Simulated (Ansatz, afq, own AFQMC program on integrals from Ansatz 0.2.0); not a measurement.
Where AFQMC and coupled cluster stand for BSiH⁺, doublet

```xyz
3

Si    0.0000    0.0000    1.6588
B     0.0000    0.0000   -0.2364
H     0.0000    0.0000   -1.4224
```

Connectivity, by distances: Si–BH.

Basis cc-pVDZ. Noble-gas cores (and the filled d shells of Ga–Kr and In–Xe) are frozen. Integrals, coupled cluster, full CI and functionals: Ansatz 0.2.0; the random walks run on the same integrals in our own AFQMC program. The CISD trial takes its coefficients from CCSD amplitudes. Released means that phaseless walkers are propagated on without the constraint, phases kept. Uncertainties: one standard error, sampling alone.

Determinant: ROHF, the one that the program's search chose, which needn't be the lowest solution. The geometry is a PBE0/def2-TZVP stationary point of this or a neighbouring charge and spin state.

Full CI on the same integrals is exact in this basis and with this determinant's frozen core.

Cautions: a spin-contaminated unrestricted determinant lies lower (UHF 149 meV lower, ⟨S²⟩ 1.16); the released energies are still falling, so no released level is given (meV from the phaseless value at times in 1/Eh: -4 ± 3 at 0.24, -7 ± 3 at 0.51, -12.2 ± 1.7 at 0.99, -12.7 ± 1.9 at 1.62, -20 ± 3 at 2.40), though the last usable value meets full CI within the noise.

- T1 diagnostic: 0.0165
- weight of the determinant in the CISD state: 0.890
- size of the correlated space: 7 electrons in 31 orbitals

| level | correlation energy (eV) |
| --- | --- |
| MP2 | -2.9679 |
| CCSD | -3.9204 |
| CCSD(T) | -4.0258 |

Problem. Estimate where phaseless AFQMC with a CISD trial lies against CCSD(T) on the same integrals.

Solution. 2.2 ± 0.3 kJ/mol below CCSD(T).

Reference: full CI, correlation energy -4.064 eV.

```csv
level,E − E(reference) (kJ/mol),share of correlation (%)
CCSD(T),3.6,99.07
CCSDT,0.6,99.85
CCSDT(Q),0.1,99.97
CCSDTQ,0.0,99.99
ph-AFQMC/HF,6.0 ± 1.9,98.48
ph-AFQMC/CISD,1.5 ± 0.3,99.62
```

CCSDT and higher add their correlation energy to the determinant of the CCSD(T) run, since their own runs factorise the integrals more tightly (a shift of under 2 meV). A walk keeps the symmetry of its determinant, which the program's search chose and which needn't be the lowest solution, so a lower state of the same spin and another symmetry isn't excluded.
